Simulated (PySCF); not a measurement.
LiB⁺: from constants to spectrum

UHF-CCSD(T) constants of LiB⁺, ²Σ⁺ (doublet), unpaired electrons σ ↑ (Li pcseg-1, B pcseg-1; no relativity (PySCF 2.14); masses 7.0160 and 11.0093 u):

| Item | Value |
| --- | --- |
| ωe | 325.0 cm⁻¹ |
| ωexe | 5.36 cm⁻¹ |
| Be | 0.63619 cm⁻¹ |
| αe | 0.0155 cm⁻¹ |
| De to Li⁺ + B | 0.75 eV |

Problem. What force constant and bond length do these constants imply?

Solution. Reduced mass μred = 4.2852 u; k = 5.8918×10⁻⁷·μred·ωe² (u, cm⁻¹, mdyn/Å) = 0.267 mdyn/Å; Re = √(16.8576/(μred·Be)) (u, cm⁻¹, Å) = 2.487 Å.

Problem. Estimate the centrifugal constant D from the Kratzer relation and find the Dunham coefficient a1.

Solution. D = 4Be³/ωe² = 9.75e-06 cm⁻¹; a1 = −1 − αeωe/(6Be²) = -3.07.

Correlated steps freeze 1 core orbital. Correlated levels converge slowly with the basis: in double zeta they bind strong bonds too weakly, by up to about 1 eV, and carry superposition errors of some tenths. For an ion De counts to the pair picked by the measured ionisation energies or electron affinities, which need not be the lowest pair at this level. The state is the lowest determinant that a PBE0 search found; another state may lie lower at other levels.
